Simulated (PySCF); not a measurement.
Anthracene radical cation, C14H10 (charge +1 and doublet state).
Atom-mapped SMILES: `[cH:1]1[cH:2][cH:3][c:4]2[cH:5][c:6]3[cH:7][cH:8][cH:9][cH:10][c:11]3[cH:12][c:13]2[cH:14]1` (hydrogens: H15 on C1; H16 on C2; H17 on C3; H18 on C5; H19 on C7; H20 on C8; H21 on C9; H22 on C10; H23 on C12; H24 on C14)

The species is `c1ccc2cc3ccccc3cc2c1` (anthracene radical cation) [SMILES of the parent framework; charge +1 and doublet state].

Method used: UKS B3LYP, IGLO-III on C, pcH-1 on H, non-relativistic, mean-field spin-orbit, GIAO in PySCF. Isolated species at its PBE0-D3(BJ)/def2-SVP geometry, gas phase. Stability of the SCF solution: not tested. No frequencies were computed at this geometry's level, so the symmetric structure isn't shown to be a minimum.

Task: Break the g tensor into its mass correction, gauge correction and orbital-Zeeman/spin–orbit terms.

Result: 
```csv
Δg (ppm),1,2,3
relativistic mass correction,-143,-143,-143
gauge correction,10,36,38
orbital Zeeman/spin–orbit,-39,247,731
total,-172,140,625
```

So g = 2.00215, 2.00246, 2.00294 and g_iso = 2.00252; the tensor is rhombic: the two nearest values differ by 39 % of g3 − g1. Axes: g1 is normal to the molecular plane and g2 points within 1° of the C5–H18 bond.

Task: What are the electron Larmor frequencies g μB B/h along the three axes at 350 mT?

Result: 9.8079, 9.8094, 9.8118 GHz for g1, g2 and g3, a range of 3.9 MHz.

Task: What effective moment and Curie constant follow for a powder?

Result: With the mean of g² = 4.0101 and S(S+1) = 0.75: μ_eff = √(⟨g²⟩S(S+1)) = 1.734 μB and χT = 0.12505·⟨g²⟩·S(S+1) = 0.376 cm³ K/mol (cgs; spin-Hamiltonian part alone).

Task: In a frozen sample, at which fields do the three g values resonate at 9.5, 34, 94 and 263 GHz (hyperfine left aside), and which band first spreads them over more than twice a line width of 0.3 mT?

Result: 
| band | GHz | B(g3) mT | B(g2) mT | B(g1) mT | spread mT |
| --- | --- | --- | --- | --- | --- |
| X | 9.5 | 338.88 | 338.96 | 339.01 | 0.14 |
| Q | 34.0 | 1212.83 | 1213.12 | 1213.31 | 0.48 |
| W | 94.0 | 3353.11 | 3353.92 | 3354.44 | 1.34 |
| J | 263.0 | 9381.56 | 9383.84 | 9385.30 | 3.74 |

The spread grows in proportion to the frequency. W band is the first where it exceeds 0.6 mT.

The largest Mulliken spin populations are on C12 (+0.28), C5 (+0.28), C10 (+0.14) and C14 (+0.14).

The HOMO–LUMO gaps are 3.38 eV among the α and 2.60 eV among the β orbitals.
